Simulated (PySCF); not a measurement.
An unknown is described by computed data only.

Elements present: F and Si. Monoisotopic mass: 65.9737 u; singlet state.

| Property | Result |
| --- | --- |
| Polarisability | 28.4 au [wB97X-D/def2-SVPD] |
| UV, strongest line | among the 10 lowest singlet transitions: S2 at 7.99 eV (155 nm, f = 0.309) [TDDFT wB97X-D/def2-SVPD] |
| UV, first state | lowest singlet excitation: 5.53 eV (224 nm, f = 0.169) [TDDFT wB97X-D/def2-SVPD] |
| XPS | Si2p3/2 110.1, F1s 692.9 (×2), Si1s 1850.3 eV [ΔSCF SCAN, pcX-2 on the ionised atom, pcseg-1 elsewhere, spin-free X2C, 2p3/2 from a spin–orbit splitting computed afterwards within the 2p shell] |
| Triplet | lowest triplet excitation (Tamm–Dancoff): 3.23 eV [TDA wB97X-D/def2-SVPD] |
| Rotational structure | rotational constants A, B, C: 28.767, 8.542, 6.586 GHz [PBE0-D3(BJ)/def2-SVP] |
| NMR, other nuclei | isotropic shieldings of nuclei other than C and H, by class: 121 (2 F), 330 (1 Si) ppm [GIAO PBE0/pcSseg-1] |
| Dipole | 1.36 D [wB97X-D/def2-SVPD] |
| Valence photoelectron | vertical ionisation energy: 11.32 eV [ΔSCF wB97X-D/def2-SVPD] |

Electronic properties: PySCF, gas phase, density fitting. Levels stand in brackets. Geometry: PBE0-D3(BJ)/def2-SVP; no solvent, vibrations or thermal averaging. NMR values are class means; diastereotopic atoms form classes of their own.

Problem. Which formula fits the mass and the elements?

Solution. SiF2 (calculated 65.9737). No other formula that holds each of these elements comes within 0.0003 u with a fitting electron parity and a possible valence count.

Problem. What is the compound? Reason from the data.

Solution. Numbering: `[F:1][Si:2][F:3]`. The other shieldings belong to: 121 ppm, silicon-bound fluorine [F1/F3]; 330 ppm, silicon bonded to 2 F [Si2]. The core levels belong to: Si2p3/2 110.1 eV, silicon bonded to 2 F [Si2]; F1s 692.9 eV, silicon-bound fluorine [F1/F3]; Si1s 1850.3 eV, silicon bonded to 2 F [Si2]. S1 is mainly HOMO→LUMO (weight 0.98); the largest Löwdin shares of the orbital it empties are 0.68 on the silicon bonded to 2 F and 0.16 on each of 2 atoms of one kind (silicon-bound fluorine), of the orbital it fills 0.72 on the silicon bonded to 2 F and 0.14 on each of 2 atoms of one kind (silicon-bound fluorine). The optimised geometry has point group C2v and is an asymmetric top. Structure: silicon difluoride (`[Si](F)F`) [singlet]. The assignments are read from this structure; whether some other isomer fits the data as well wasn't checked.
